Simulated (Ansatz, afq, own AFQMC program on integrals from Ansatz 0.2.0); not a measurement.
**AlGeH2, doublet in aug-cc-pVDZ, levels against CCSDT(Q)**

```xyz
4

Ge   -0.0108    0.0000    0.6644
Al   -0.0327    0.0000   -1.7631
H     0.8273   -1.0534   -0.3408
H     0.8273    1.0534   -0.3408
```

Connectivity, by distances: Ge–Al, 2 bridging H.

Basis aug-cc-pVDZ. Only valence electrons are correlated. AFQMC by an in-house program on the Cholesky factors that Ansatz 0.2.0 writes for its CCSD(T) run. ph-AFQMC/CISD is guided by a CISD state made of CCSD amplitudes; releasing the constraint for a short imaginary time cuts its bias at the price of noise, slowly where states lie close. Error bars are statistical, one sigma. No spin–orbit coupling.

Determinant: UHF, the one that the program's search chose, which needn't be the lowest solution. The geometry is a PBE0/def2-TZVP stationary point of this or a neighbouring charge and spin state.

No full CI on the walks' own integrals is used here; CCSDT(Q) serves as the reference and is uncertain by about the last step of the cluster series.

Cautions: no relativity below Rb; no spin-orbit coupling; inner d shell frozen; unrestricted determinant spin contaminated (⟨S²⟩ 0.85 against 0.75); the released energies are still falling, so no released level is given (meV from the phaseless value at times in 1/Eh: -2 ± 4 at 0.24, -7 ± 3 at 0.51, -14 ± 3 at 0.99, -16.4 ± 2.3 at 1.62, -18 ± 3 at 2.40), though the last usable value meets CCSDT(Q) within the noise.

```
T1 diagnostic                               : 0.0344
weight of the determinant in the CISD state : 0.844
⟨S²⟩ of the determinant                     : 0.851
size of the correlated space                : 9 electrons in 62 orbitals
```

```tsv
level	correlation energy (eV)
MP2	-3.8858
CCSD	-4.8770
CCSD(T)	-5.0871
```

Q: Estimate where phaseless AFQMC with a CISD trial lies against CCSD(T) on the same integrals.

A: 3.5 ± 0.5 kJ/mol below CCSD(T).

Reference: CCSDT(Q), correlation energy -5.142 eV.

| level | E − E(reference) (kJ/mol) | share of correlation (%) |
| --- | --- | --- |
| CCSD(T) | 5.3 | 98.94 |
| CCSDT | 1.3 | 99.74 |
| ph-AFQMC/HF | 4.4 ± 2.3 | 99.11 |
| ph-AFQMC/CISD | 1.8 ± 0.5 | 99.65 |

A walk keeps the symmetry of its determinant, which the program's search chose and which needn't be the lowest solution, so a lower state of the same spin and another symmetry isn't excluded.
